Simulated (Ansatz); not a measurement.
# H3NO (SMILES NO) at 6 levels

Wanted: a comparison of 6 runs (UHF/STO-3G, BLYP/STO-3G, HSE06/STO-3G, PBE/STO-3G, r2SCAN/STO-3G, MP2/STO-3G) of H3NO. 

The calculation is run with Ansatz 0.2.0.

45 further runs of the same task are left out: 2 that didn't finish, 43 set aside as unsound or not needed.

## (1) Starting point

H3NO: 5 atoms, total charge 0, spin state singlet. SMILES: `NO`. The H4–N1 distance was set to 2.540 Å, away from the relaxed value. At this shape a bond of the SMILES string is far longer than usual.

Bond lengths: N1–O2 1.422 Å, N1–H3 1.016 Å, O2–H5 0.960 Å. Angles: N1–O2–H5 102.8°, O2–N1–H3 104.5°.

## (2) The energy at UHF/STO-3G (run 1)

in.yaml reads:

```yaml
crystal:
  periodic: [false, false, false]
  atoms:
    - {symbol: N, position_ang: [1.299707, -0.738473, -0.133606]}
    - {symbol: O, position_ang: [1.829287, 0.288857, 0.695624]}
    - {symbol: H, position_ang: [1.302137, -1.567203, 0.454334]}
    - {symbol: H, position_ang: [-1.141650, -0.109840, -0.446210]}
    - {symbol: H, position_ang: [2.569837, 0.617917, 0.180124]}
basis:
  gaussian:
    orbitals: STO-3G
magnetization:
  spin_polarized: true
hamiltonian:
  xc: hf
accuracy: high
```

Started as:

```
$ ansatz run in.yaml --threads 1 --pin off --max-ram 3480MiB --events-out events.jsonl --progress --plain --runs-dir runs
```

Standard output:

```text
Warning: RAYON_NUM_THREADS=1 ignored (pool sized by the plan → 1); use --threads N
Functional definition: HF
  name "HF"
  exchange = exact_x
  correlation = 0
208 factors; integrals over basis functions are off by at most 2.3e-8 eV
mean field evaluation 1: about -3505.1067 eV, gradient 1.3e1 eV
mean field evaluation 2: about -3505.2012 eV, gradient 1.3e1 eV
mean field evaluation 4: about -3507.8865 eV, gradient 1.7e0 eV
mean field evaluation 8: about -3507.9412 eV, gradient 2.7e-3 eV
mean field evaluation 16: about -3509.0106 eV, gradient 6.7e0 eV
mean field evaluation 32: about -3513.5776 eV, gradient 1.3e0 eV
mean field -3513.75428603 eV, -129.1280883033 hartree, gradient 2.8e-8 eV, S^2 1.000215; 2 other end points of the search recorded, 0 dependent functions left out
reference -3513.75428603 eV, -129.1280883033 hartree; 9, 9 occupied and 4, 4 virtual orbitals, 208 factors
Total energy: -3513.75428603 eV, -129.1280883033 hartree
```

Wall time 0.12 s (1 thread of Arm Neoverse V1, shared host).

## (3) A single-point energy at BLYP/STO-3G (run 2)

Edit in.yaml of step 2 so:

```diff
@@ -11,6 +11,5 @@
     orbitals: STO-3G
-magnetization:
-  spin_polarized: true
+total_charge: 0
 hamiltonian:
-  xc: hf
+  xc: {name: BLYP}
 accuracy: high
```

Started as:

```
$ ansatz run in.yaml --threads 1 --pin off --max-ram 3480MiB --events-out events.jsonl --progress --plain --runs-dir runs
```

Standard output:

```text
Warning: RAYON_NUM_THREADS=1 ignored (pool sized by the plan → 1); use --threads N
Functional definition: BLYP
  name "BLYP"
  parameter beta = 0.0042
  parameter a = 0.04918
  parameter b = 0.132
  parameter c = 0.2533
  parameter d = 0.349
  exchange = b88_x(beta = beta)
  correlation = lyp_c(a = a, b = b, c = c, d = d)
208 factors; integrals over basis functions are off by at most 2.3e-8 eV
mean field evaluation 1: about -3521.8891 eV, gradient 2.6e1 eV
mean field evaluation 2: about -3512.9688 eV, gradient 3.2e1 eV
mean field evaluation 4: about -3526.2774 eV, gradient 1.9e1 eV
mean field evaluation 8: about -3527.3621 eV, gradient 1.2e1 eV
mean field evaluation 16: about -3528.3628 eV, gradient 4.0e-9 eV
mean field -3528.36277607 eV, -129.6649404103 hartree, gradient 1.6e-8 eV, S^2 0.000000; 0 other end points of the search recorded, 0 dependent functions left out
reference -3528.36281131 eV, -129.6649417054 hartree; 9, 9 occupied and 4, 4 virtual orbitals, 208 factors
Total energy: -3528.36281131 eV, -129.6649417054 hartree
```

It took 0.89 s on 1 thread of Arm Neoverse V1, shared host.

Runs 3 to 5 aren't shown in full; the table further down has their settings and results.

## (4) A single-point energy at MP2/STO-3G (run 6)

molecule.yaml reads:

```yaml
crystal:
  periodic: [false, false, false]
  atoms:
    - {symbol: "N", position_ang: [1.299707, -0.738473, -0.133606]}
    - {symbol: O, position_ang: [1.829287, 0.288857, 0.695624]}
    - {symbol: H, position_ang: [1.302137, -1.567203, 0.454334]}
    - {symbol: H, position_ang: [-1.141650, -0.109840, -0.446210]}
    - {symbol: H, position_ang: [2.569837, 0.617917, 0.180124]}
basis:
  gaussian:
    orbitals: STO-3G
magnetization:
  spin_polarized: false
correlation:
  method: mp2
  frozen_orbitals: {H: 0, "N": 1, O: 1}
accuracy: high
```

Started as:

```
$ ansatz run molecule.yaml --threads 1 --pin off --max-ram 3480MiB --events-out events.jsonl --progress --plain --runs-dir runs
```

Standard output, shortened:

```text
Warning: RAYON_NUM_THREADS=1 ignored (pool sized by the plan → 1); use --threads N
[... 2 set-up lines as earlier in the session ...]
[...]
208 factors; integrals over basis functions are off by at most 2.3e-8 eV
[...]
mean field -3507.93894382 eV, -128.9143784190 hartree, gradient 1.8e-8 eV, S^2 0.000000; 0 other end points of the search recorded, 0 dependent functions left out; unrestricted orbitals would lower it
[...]
unrestricted determinant -3513.75428603 eV, -129.1280883032 hartree, S^2 1.0002
2 core orbitals not correlated: weight in the atoms' cores, before any rotation towards them, 1.000 or more for the frozen orbitals, at most 0.000 for the correlated occupied ones
reference -3507.93894382 eV, -128.9143784190 hartree; 7, 7 occupied and 4, 4 virtual orbitals, 208 factors
second order -6.03340808 eV of doubles, -0.00000000 eV of singles
Total energy: -3513.97235190 eV, -129.1361020765 hartree
```

It took 0.08 s on 1 thread of Arm Neoverse V1, shared host.

## (5) The series

```tsv
run	level	frozen core orbitals	energy (Eh)	wall time
1	UHF/STO-3G	–	-129.128088	0.12 s
2	BLYP/STO-3G	–	-129.664942	0.89 s
3	HSE06/STO-3G	–	-129.547469	0.99 s
4	PBE/STO-3G	–	-129.568815	0.81 s
5	r2SCAN/STO-3G	–	-129.649881	1.8 s
6	MP2/STO-3G	2	-129.136102	0.08 s
```

## (6) Outcome

```
                                          quantity          value
                               run 6: total energy  -129.13610 Eh
run 6: correlation energy (2 core orbitals frozen)     -221.7 mEh
```

In words: Totals of different functionals can't be ranked against each other. In run 6 the log says that unrestricted orbitals would lower the reference, so the values rest on an unstable closed-shell determinant (other closed-shell runs at this shape may share the fault). In runs 1, 2, 3, 4, 5, 6 the basis is minimal, so the values are rough. In runs 2, 3, 4, 5, 6 a closed-shell determinant meets a far-stretched bond, which it describes badly. Spin contamination of the reference: run 1 ⟨S²⟩ = 1.00. Where it is this large, the reference is a mixture of spin states, and values that rest on it are in doubt. All runs together took 4.7 s, the longest 1.8 s.
